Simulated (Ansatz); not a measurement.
BSiNH₄ (SMILES B1N[SiH2]1), singlet: a single point displaced at random from a GFN2-xTB minimum.

The input file, in.yaml:

```yaml
crystal:
  periodic: [false, false, false]
  atoms:
    - {symbol: B, position_ang: [-0.956600, -0.475400, -0.252400]}
    - {symbol: N, position_ang: [0.030200, 0.226800, -0.820700]}
    - {symbol: Si, position_ang: [0.470100, -0.017300, 0.900000]}
    - {symbol: H, position_ang: [-1.975100, -0.963700, -0.624900]}
    - {symbol: H, position_ang: [0.264800, 0.632300, -1.763000]}
    - {symbol: H, position_ang: [0.533100, 1.408800, 1.498400]}
    - {symbol: H, position_ang: [1.761500, -0.680200, 0.962900]}
basis:
  gaussian: {orbitals: def2-TZVPP}
hamiltonian: {xc: pbe, dispersion: d4}
output: {forces: true}
```

An equivalent command:

```bash
ansatz run in.yaml --threads 4 --pin off --events-out ev --progress --plain
```

What Ansatz 0.2.0 printed:

```
Functional definition: PBE
  name "PBE"
  cite "Perdew, Burke & Ernzerhof, Phys. Rev. Lett. 77, 3865 (1996) doi:10.1103/PhysRevLett.77.3865"
  parent pbe
  parameter kappa = 0.804
  parameter beta = 0.06672455060314922
  exchange = pbe_x(kappa = kappa, mu = beta*pi^2/3)
  correlation = pbe_c(beta = beta)
848 factors; their error is unknown
mean field evaluation 1: about -10091.2318 eV, gradient 7.3e1 eV
mean field evaluation 2: about -10029.7817 eV, gradient 1.5e2 eV
mean field evaluation 4: about -10101.6868 eV, gradient 1.8e1 eV
mean field evaluation 8: about -10102.5893 eV, gradient 3.7e-2 eV
mean field evaluation 16: about -10102.5685 eV, gradient 2.6e-5 eV
mean field -10102.56853058 eV, -371.2625457317 hartree, gradient 2.6e-5 eV, S^2 0.000000; 0 other end points of the search recorded, 0 dependent functions left out
the calculation of the forces begins
reference -10102.56856979 eV, -371.2625471730 hartree; 15, 15 occupied and 145, 145 virtual orbitals, 848 factors
Total energy: -10102.67883142 eV, -371.2665992129 hartree
Atom 0 at    -0.956600    -0.475400    -0.252400 Å, force    -1.906153    -1.191656    -0.273646 eV/Å
Atom 1 at     0.030200     0.226800    -0.820700 Å, force     1.283884     1.163861    -1.753395 eV/Å
Atom 2 at     0.470100    -0.017300     0.900000 Å, force     0.355478     1.879723     0.279919 eV/Å
Atom 3 at    -1.975100    -0.963700    -0.624900 Å, force    -0.160019    -0.066276     0.117855 eV/Å
Atom 4 at     0.264800     0.632300    -1.763000 Å, force    -0.267828    -0.509934     1.240969 eV/Å
Atom 5 at     0.533100     1.408800     1.498400 Å, force     0.061637    -0.834346     0.080444 eV/Å
Atom 6 at     1.761500    -0.680200     0.962900 Å, force     0.633000    -0.441372     0.307854 eV/Å
Dipole moment:     0.111456     0.069008    -0.180451 e Å
```

The lines “mean field evaluation” count trial sets of orbitals through the whole run, from several starts and some on an approximate energy, so they need not fall steadily or lie above the final value.

Hardware: 4 CPU threads, shared host. Wall time about 1 s.
